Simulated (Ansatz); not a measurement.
# Zinc-blende HgSe

Calculation: PBE-D4 in Ansatz (PAW).

Settings: plane-wave cutoff 520 eV, 10×10×10 k mesh, Fermi–Dirac smearing 0.01 eV, scalar-relativistic PAW data made under PBE.

Cell: relaxed at this level.

For zinc-blende HgSe, the volume per atom is 29.39 Å³/atom and the bulk modulus is 48.7 GPa. The lattice parameter a is 6.172 Å and the band gap is zero (no gap). The pressure derivative B′ of the bulk modulus comes out as 5.0.

Measured, for comparison: equilibrium volume per atom 28.16 Å³/atom, lattice constant a 6.085 Å (293 K, no zero-point or thermal correction; as tabulated in Cardona et al. (2009), arXiv:0908.2634); bulk modulus 50 GPa (temperature not stated, no zero-point or thermal correction, our sources range from 48.5 to 51.6; as tabulated in Toher et al. (2017), arXiv:1611.05714). Computed (rounded) less measured: equilibrium volume per atom +4.4 %, bulk modulus -3 % (inside the range of the sources held), lattice constant a +1.4 %.

Spin–orbit coupling is not included; it can open a gap where bands touch, and shift volumes and moduli.

Static lattice: no zero-point or thermal effects.

Cost on a shared machine: roughly 40 core-seconds.

Ansatz is a first-principles code.
